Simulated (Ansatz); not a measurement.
Worked example: correlation energy of B–GaH–Cl, triplet

Geometry: displaced at random from a stationary point.

```xyz
4

B    -0.0133   -1.3753    1.7348
Ga   -0.0141    0.2694    0.5333
Cl    0.0338   -0.1604   -1.6050
H    -0.0690    1.7583    0.9562
```

Basis cc-pVDZ; Ansatz 0.2.0. Only valence electrons are correlated (noble-gas cores and the filled d shells of p-block atoms frozen), which leaves 14 electrons in 44 orbitals. Prefix R: restricted or restricted open-shell reference; prefix U: unrestricted. No spin–orbit coupling is included, and no scalar relativity.

Full CI isn't at hand for all of this; UCCSDT(Q) serves as the reference, and is uncertain by the last step of the cluster series or more.

UCCSD has a T1 diagnostic of 0.022 and a largest doubles amplitude of 0.04.

Runs differ by some tens of microhartree through their thresholds and, for an open shell, their frozen cores, so steps under 0.03 kcal/mol mean nothing.

```json
{"level": "UHF", "total energy (hartree)": "-2407.918187"}
{"level": "UMP2", "total energy (hartree)": "-2408.141801"}
{"level": "UCCSD", "total energy (hartree)": "-2408.179291"}
{"level": "UCCSD(T)", "total energy (hartree)": "-2408.185699"}
{"level": "UCCSDT", "total energy (hartree)": "-2408.187052"}
{"level": "UCCSDT(Q)", "total energy (hartree)": "-2408.187596"}
```

Question: What is the correlation energy at UCCSDT(Q), and what share of it do UMP2 and UCCSDT recover?

Answer: E(corr) = -2408.187596 − (-2407.918187) = -0.269409 hartree = -7.331 eV. UMP2: -0.223614 / -0.269409 = 83.00 %. UCCSDT: -0.268865 / -0.269409 = 99.80 %.

Question: By how many kcal/mol does UCCSD(T) miss UCCSDT(Q) (1 hartree = 627.509 kcal/mol), and which steps make up the rest?

Answer: -2408.185699 − (-2408.187596) = 0.001897 hartree = 1.19 kcal/mol. Steps: UCCSDT − UCCSD(T) = -0.85, UCCSDT(Q) − UCCSDT = -0.34 kcal/mol. Differences between like states or geometries often cancel part of this.
